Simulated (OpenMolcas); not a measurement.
# SiH2O2 (SMILES O[Si]O), step by step

Wanted: a single-point energy (HF/ANO-R0), then a single-point energy (CASSCF(2,2)/ANO-R1), then the energy along one coordinate (CASPT2(2,2)/ANO-R1), then an energy scan (SC-NEVPT2(2,2)/ANO-R1), then an energy scan (MC-PDFT[tPBE](2,2)/ANO-R1) of SiH2O2. 

The results are computed with OpenMolcas 26.06.

## (1) The molecule

SiH2O2 has 5 atoms, charge 0, and is taken as a singlet. As SMILES, `O[Si]O`. The coordinates come from a PBE0-D4/def2-TZVP relaxation. This is one conformer, not always the lowest.

Bond lengths: O1–Si2 1.642 Å, Si2–O3 1.663 Å, O1–H4 0.964 Å, O3–H5 0.960 Å. Angles: O1–Si2–O3 99.4°, Si2–O1–H4 117.5°, Si2–O3–H5 116.1°.

## (2) A single-point energy at HF/ANO-R0 (sfX2C) (run 1)

File coord.xyz:

```xyz
5

O     -1.443200    -0.105600    -0.275000
Si    -0.212000    -0.791300     0.567700
O      1.036000     0.187500     0.068600
H     -1.231900     0.648900    -0.836100
H      1.901100    -0.013100     0.433400
```

File step1.input:

```
* H2O2Si Hartree-Fock

&GATEWAY
 Coord=coord.xyz
 Basis=ANO-R0
 Group=NoSym

&SEWARD

&SCF
 PrOrbitals=0

&LOCALISATION
 Occupied
 Freeze
 Pipek-Mezey

&LOCALISATION
 FileOrb=$Project.LocOrb
 Virtual
 Pipek-Mezey
```

The run is started by

```console
$ export MOLCAS_MEM=1860
$ pymolcas step1.input > step1.log
```

The program printed:

```text
--- Start Module: gateway ---
[...]
--- Stop Module: gateway /rc=_RC_ALL_IS_WELL_ ---
[...]
      Basis functions           21
[...]
       Convergence after  13 Iterations
[...]
::    Total SCF energy                               -440.0644884675
[...]
      Total spin, S                                     0.0000000000
[...]
      Total electronic charge=   32.000000
      Total            charge=   -0.000000
[...]
      Dipole Moment (debye):
      Origin of the operator (angstrom)=   -0.1899   -0.3257    0.1964
                   X=  1.6241E+00               Y=  9.3351E-01               Z= -3.7534E-01           Total=  1.9105E+00
      Quadrupole Moment (debye*angstrom):
[...]
--- Start Module: localisation ---
[...]
--- Stop Module: localisation /rc=_RC_ALL_IS_WELL_ ---
--- Start Module: localisation ---
[...]
--- Stop Module: localisation /rc=_RC_ALL_IS_WELL_ ---
[...]
```

Run time: 4.2 s. Hardware: 1 thread of AMD EPYC 7R43 (Zen 3), shared host; peak memory 0.37 GiB.

## (3) The energy at CASSCF(2,2)/ANO-R1 (sfX2C) (run 2)

coord.xyz is that of step 2.

File step2.inp:

```
&GATEWAY
Coord=coord.xyz
Basis=ANO-R0
Group=NoSym
&SEWARD
&RASSCF
FileOrb=$CurrDir/step1.LocOrb
Alter=2
1 11 16
1 17 19
Spin=1
Nactel=2 0 0
Inactive=15
Ras2=2
OrbListing=Nothing
>>> COPY $Project.RunFile RUNFIL1
>>> COPY $Project.RasOrb INPORB
&GATEWAY
Coord=coord.xyz
Basis=ANO-R1
Group=NoSym
&SEWARD
>>> COPY $Project.RunFile RUNFIL2
&EXPBAS
&RASSCF
FileOrb=$Project.ExpOrb
Spin=1
Nactel=2 0 0
Inactive=15
Ras2=2
OrbListing=Nothing
```

The run is started by

```console
$ export MOLCAS_MEM=1860
$ pymolcas step2.inp > step2.log
```

The program printed:

```text
--- Start Module: gateway ---
[...]
--- Stop Module: gateway /rc=_RC_ALL_IS_WELL_ ---
[...]
      Basis functions           21
[...]
      Number of active orbitals                  2
[...]
      Spin quantum number                      0.0
[...]
      Active orbitals                            2
[...]
      Number of CSFs                             3
[...]
      Number of root(s) required                 1
[...]
      Convergence after 14 iterations
[...]
      printout of CI-coefficients larger than  0.05 for root  1
      energy=    -440.081331
      conf/sym  11     Coeff  Weight
             1  20   0.99384 0.98772
             3  02  -0.11081 0.01228
      Natural orbitals and occupation numbers for root  1
      sym 1:   1.975441   0.024559
      ************************************************************************************************************************
      *                                                    Final results                                                     *
[...]
::    RASSCF root number  1 Total energy:   -440.08133116
[...]
      Basis functions           56
[...]
--- Start Module: expbas ---
[...]
--- Stop Module: expbas /rc=_RC_ALL_IS_WELL_ ---
--- Start Module: rasscf ---
[...]
      Convergence after 17 iterations
[...]
      Natural orbitals and occupation numbers for root  1
      sym 1:   1.982034   0.017966
      ************************************************************************************************************************
      *                                                    Final results                                                     *
[...]
::    RASSCF root number  1 Total energy:   -440.67846577
[...]
      Total electronic charge=   32.000000
      Total            charge=   -0.000000
[...]
      Dipole Moment (debye):
      Origin of the operator (angstrom)=   -0.1899   -0.3257    0.1964
                   X=  1.7952E+00               Y=  4.4515E-01               Z=  5.9478E-02           Total=  1.8506E+00
      Quadrupole Moment (debye*angstrom):
[...]
--- Stop Module: rasscf /rc=_RC_ALL_IS_WELL_ ---
[...]
```

Wall time 13 s (1 thread of AMD EPYC 7R43 (Zen 3), shared host); peak memory 0.39 GiB.

## (4) The energy along one coordinate at CASPT2(2,2)/ANO-R1 (sfX2C, ipea shift 0.25 Eh, pt2 variant SS) (run 3)

File step3.inp:

```
>>> EXPORT MOLCAS_PRINT=2
>>> COPY $CurrDir/step2.RasOrb $Project.RasOrb
>>> ForEach K in (1, 2, 3, 4, 5, 6, 7, 8, 9)

&GATEWAY
  COORD=$CurrDir/point$K.xyz
  BASIS=ANO-R1
  GROUP=NoSym

&SEWARD

&RASSCF
  FILEORB=$Project.RasOrb
  SPIN=1
  NACTEL=2 0 0
  INACTIVE=15
  RAS2=2
  ORBLISTING=Nothing

&CASPT2
  IMAGINARY=0.2
  FROZEN=7
>>> EndDo
```

The run is started by

```console
$ export MOLCAS_MEM=1860
$ pymolcas step3.inp > step3.log
```

The program printed, cut to the lines that bear on the results:

```text
[...]
      Basis functions           56
[...]
      Number of active orbitals                  2
[...]
      Spin quantum number                      0.0
[...]
      Active orbitals                            2
[...]
      Number of CSFs                             3
[...]
      Number of root(s) required                 1
[...]
      Convergence after 12 iterations
[...]
      Natural orbitals and occupation numbers for root  1
      sym 1:   1.987757   0.012243
      ************************************************************************************************************************
      *                                                    Final results                                                     *
[...]
::    RASSCF root number  1 Total energy:   -440.66648794
[...]
      E2 (Variational):          -0.4459939991
[...]
::    CASPT2 Root  1     Total energy:   -441.11248194
[...]
      Convergence after 14 iterations
[...]
      Natural orbitals and occupation numbers for root  1
      sym 1:   1.982015   0.017985
      ************************************************************************************************************************
      *                                                    Final results                                                     *
[...]
      Convergence after 15 iterations
[...]
      Natural orbitals and occupation numbers for root  1
      sym 1:   1.818105   0.181895
      ************************************************************************************************************************
      *                                                    Final results                                                     *
[...]
      Convergence after 16 iterations
[...]
      Natural orbitals and occupation numbers for root  1
      sym 1:   1.638901   0.361099
      ************************************************************************************************************************
      *                                                    Final results                                                     *
[...]
      Convergence after 14 iterations
[...]
::    RASSCF root number  1 Total energy:   -440.51201555
[...]
::    CASPT2 Root  1     Total energy:   -440.93961164
[...]
      Convergence after 13 iterations
[...]
::    RASSCF root number  1 Total energy:   -440.50635709
[...]
      E2 (Variational):          -0.4235079416
[...]
::    CASPT2 Root  1     Total energy:   -440.92986503
[...]
```

Run time: 85 s. Hardware: 1 thread of AMD EPYC 7R43 (Zen 3), shared host; peak memory 0.39 GiB.

The scan, from its lowest point:

```csv
H4–O1 (Å),energy (kJ/mol)
0.867,33.2
0.964,0.0
1.060,18.2
1.205,88.6
1.397,201.3
1.638,324.4
1.927,423.4
2.313,487.0
2.891,512.6
```

## (5) An energy scan at SC-NEVPT2(2,2)/ANO-R1 (sfX2C, pt2 variant SC-NEVPT2) (run 4)

File step4.inp:

```
>>> COPY $CurrDir/step2.RasOrb $Project.RasOrb
>>> ForEach K in (1, 2, 3, 4, 5, 6, 7, 8, 9)

&GATEWAY
 Coord=$CurrDir/point$K.xyz
 Basis=ANO-R1
 Group=NoSym

&SEWARD

&RASSCF
 FileOrb=$Project.RasOrb
 Spin=1
 Nactel=2 0 0
 Inactive=15
 Ras2=2
 OrbListing=Nothing

&CASPT2
 SC-NEVPT2
 Frozen=7
>>> EndDo
```

The run is started by

```console
$ export MOLCAS_MEM=1860
$ pymolcas step4.inp > step4.log
```

The program printed, cut to the lines that bear on the results:

```text
[...]
      Basis functions           56
[...]
      Number of active orbitals                  2
[...]
      Spin quantum number                      0.0
[...]
      Active orbitals                            2
[...]
      Number of CSFs                             3
[...]
      Number of root(s) required                 1
[...]
      Convergence after 12 iterations
[...]
      Natural orbitals and occupation numbers for root  1
      sym 1:   1.987757   0.012243
      ************************************************************************************************************************
      *                                                    Final results                                                     *
[...]
::    RASSCF root number  1 Total energy:   -440.66648794
[...]
      E2 (Variational):          -0.4452430613
[...]
::    SC-NEVPT2 Root  1     Total energy:   -441.11165805
[...]
      Convergence after 14 iterations
[...]
      Natural orbitals and occupation numbers for root  1
      sym 1:   1.982015   0.017985
      ************************************************************************************************************************
      *                                                    Final results                                                     *
[...]
      Convergence after 15 iterations
[...]
      Natural orbitals and occupation numbers for root  1
      sym 1:   1.818105   0.181895
      ************************************************************************************************************************
      *                                                    Final results                                                     *
[...]
      Convergence after 16 iterations
[...]
      Natural orbitals and occupation numbers for root  1
      sym 1:   1.638901   0.361099
      ************************************************************************************************************************
      *                                                    Final results                                                     *
[...]
      Convergence after 14 iterations
[...]
::    RASSCF root number  1 Total energy:   -440.51201555
[...]
::    SC-NEVPT2 Root  1     Total energy:   -440.93509197
[...]
      Convergence after 13 iterations
[...]
::    RASSCF root number  1 Total energy:   -440.50635709
[...]
      E2 (Variational):          -0.4191602018
[...]
::    SC-NEVPT2 Root  1     Total energy:   -440.92551730
[...]
```

Wall time 88 s (1 thread of AMD EPYC 7R43 (Zen 3), shared host); peak memory 0.39 GiB.

The scan, from its lowest point:

```csv
H4–O1 (Å),energy (kJ/mol)
0.867,35.8
0.964,0.0
1.060,15.9
1.205,84.3
1.397,198.2
1.638,327.2
1.927,433.1
2.313,499.4
2.891,524.6
```

## (6) An energy scan at MC-PDFT[tPBE](2,2)/ANO-R1 (sfX2C) (run 5)

File step5.inp:

```
>>> COPY $CurrDir/step2.RasOrb $Project.RasOrb
>>> ForEach K in (1, 2, 3, 4, 5, 6, 7, 8, 9)
&GATEWAY
COORD=$CurrDir/point$K.xyz
BASIS=ANO-R1
GROUP=NoSym
&SEWARD
&RASSCF
FILEORB=$Project.RasOrb
SPIN=1
NACTEL=2 0 0
INACTIVE=15
RAS2=2
ORBLISTING=Nothing
&MCPDFT
KSDFT=T:PBE
>>> EndDo
```

The run is started by

```console
$ export MOLCAS_MEM=1860
$ pymolcas step5.inp > step5.log
```

The program printed, cut to the lines that bear on the results:

```text
--- Start Module: gateway ---
[...]
      Basis functions           56
[...]
      Number of active orbitals                  2
[...]
      Spin quantum number                      0.0
[...]
      Active orbitals                            2
[...]
      Number of CSFs                             3
[...]
      Number of root(s) required                 1
[...]
      Convergence after 12 iterations
[...]
      Natural orbitals and occupation numbers for root  1
      sym 1:   1.987757   0.012243
      ************************************************************************************************************************
      *                                                    Final results                                                     *
[...]
::    RASSCF root number  1 Total energy:   -440.66648794
[...]
::    MCPDFT root number  1 Total energy:   -441.63832202
[...]
      Convergence after 14 iterations
[...]
      Natural orbitals and occupation numbers for root  1
      sym 1:   1.982015   0.017985
      ************************************************************************************************************************
      *                                                    Final results                                                     *
[...]
      Convergence after 15 iterations
[...]
      Natural orbitals and occupation numbers for root  1
      sym 1:   1.818105   0.181895
      ************************************************************************************************************************
      *                                                    Final results                                                     *
[...]
      Convergence after 16 iterations
[...]
      Natural orbitals and occupation numbers for root  1
      sym 1:   1.638901   0.361099
      ************************************************************************************************************************
      *                                                    Final results                                                     *
[...]
      Convergence after 14 iterations
[...]
::    RASSCF root number  1 Total energy:   -440.51201555
[...]
::    MCPDFT root number  1 Total energy:   -441.46055197
[...]
      Convergence after 13 iterations
[...]
::    RASSCF root number  1 Total energy:   -440.50635709
[...]
      Total electronic charge=   32.000000
      Total            charge=   -0.000000
[...]
::    MCPDFT root number  1 Total energy:   -441.44927481
[...]
```

It took 97 s on 1 thread of AMD EPYC 7R43 (Zen 3), shared host; peak memory 0.39 GiB.

The scan, from its lowest point:

```csv
H4–O1 (Å),energy (kJ/mol)
0.867,35.3
0.964,0.0
1.060,15.2
1.205,80.8
1.397,189.7
1.638,315.3
1.927,426.1
2.313,502.1
2.891,531.7
```

## (7) Outcome

| quantity | value |
| --- | --- |
| run 1, HF/ANO-R0: total energy | -440.06449 Eh |
| run 1, HF/ANO-R0: dipole moment | 1.91 D |
| run 1, HF/ANO-R0: HOMO energy | -8.73 eV |
| run 1, HF/ANO-R0: LUMO energy | 3.30 eV |
| run 1, HF/ANO-R0: HOMO–LUMO gap | 12.03 eV |
| run 2, CASSCF(2,2)/ANO-R1: total energy | -440.67847 Eh |
| run 2, CASSCF(2,2)/ANO-R1: dipole moment (CASSCF density) | 1.85 D |
| run 3, CASPT2(2,2)/ANO-R1: lowest energy of the scan | -441.12511 Eh |
| run 4, SC-NEVPT2(2,2)/ANO-R1: lowest energy of the scan | -441.12531 Eh |
| run 5, MC-PDFT[tPBE](2,2)/ANO-R1: lowest energy of the scan | -441.65178 Eh |

What this shows: Mulliken charges (run 2, CASSCF(2,2)/ANO-R1) run from -0.59 on O3 to +0.71 on Si2.
